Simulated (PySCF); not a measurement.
**AlF+: from the state search to spectroscopic constants**

One job finds the state of AlF+, follows it along the bond with each method and fits the curves.

Method: Al def2-TZVPPD, F def2-TZVPPD, no relativity; program: PySCF 2.14.0.

### 1 The job

The job is set up so:

```json
{"atoms": "Al, F", "charge": "1", "basis": "Al def2-TZVPPD, F def2-TZVPPD", "Hamiltonian": "no relativity", "basis functions": "88", "electrons treated": "21", "masses in u": "26.9815, 18.9984", "levels": "PBE0, PBE, r²SCAN, M06, B3LYP, M06-L, LDA, revPBE, CAM-B3LYP, HF, MP2, SCS-MP2, CCSD, CCSD(T)", "grid": "80 radial by 434 angular points", "occupations": "held fixed by the projection of orbital angular momentum", "dissociation limit": "Al+ + F, each in its ground configuration", "starting distance in angstrom": "1.910", "values of 2S to try": "1, 3"}
```

Command:

```
$ OMP_NUM_THREADS=2 python dia.py task.json out
```

After this run come: The PBE0 curve of the state that the search chose; Excited determinants; PBE (GGA); r²SCAN (meta-GGA); M06; B3LYP; M06-L; LDA; revPBE (GGA); CAM-B3LYP (range-separated hybrid); UHF (mean field); MP2 and coupled cluster.

Before running it: what results should come out? Wanted: for each run, Re; ωe; De; μ.

As calculated:

Lowest PBE0 solution found, without spin–orbit coupling: ²Σ⁺ (doublet), unpaired electrons σ ↑. State 2 has its PBE0 minimum 7.17 eV higher. The other levels ran on the lowest alone.

```
      level  Re (Å)  ωe (cm⁻¹)  De (eV)  μ (D)
        UHF   1.577       1013     2.23  -5.50
    UHF-MP2   1.608        941     3.70    n/a
UHF-SCS-MP2   1.606        944     3.38    n/a
   UHF-CCSD   1.600        957     3.04    n/a
UHF-CCSD(T)   1.605        941     3.18    n/a
        LDA   1.603        918     4.21  -5.19
        PBE   1.623        882     3.52  -5.19
     revPBE   1.629        872     3.33  -5.19
     r²SCAN   1.604        932     3.67  -5.28
      M06-L   1.604        929     3.28  -5.13
      B3LYP   1.608        917     3.18  -5.37
       PBE0   1.601        935     3.29  -5.31
        M06   1.593        961     3.09  -5.47
  CAM-B3LYP   1.600        940     3.27  -5.38
```

De is counted to Al+ + F in their ground configurations. A positive dipole points from Al to F; in an ion it is taken about the centre of mass and does not tell which atom is negative.

Differences from CCSD(T) in the same basis:

```
      level  Re (mÅ)  ωe (%)
        UHF      -28    +7.6
    UHF-MP2       +2     0.0
UHF-SCS-MP2       +1    +0.3
   UHF-CCSD       -5    +1.7
        LDA       -2    -2.5
        PBE      +17    -6.3
     revPBE      +23    -7.4
     r²SCAN       -1    -1.0
      M06-L       -1    -1.3
      B3LYP       +3    -2.6
       PBE0       -4    -0.7
        M06      -12    +2.1
  CAM-B3LYP       -5    -0.2
```

In words: Against CCSD(T) in the same basis, the bond length is nearest at UHF-SCS-MP2 and r²SCAN and M06-L (1 mÅ off) and farthest at UHF (-28 mÅ); the wavenumber is nearest at UHF-MP2 (0.0 %) and farthest at UHF (+7.6 %). Hartree–Fock makes the bond too short and too stiff against this reference, as it mostly does. PBE gives a bond that is too long and too soft, as GGAs tend to. Among the levels with a De in the table, it runs from 2.23 eV (UHF) to 4.21 eV (LDA).

Correlated steps freeze 6 core orbitals.
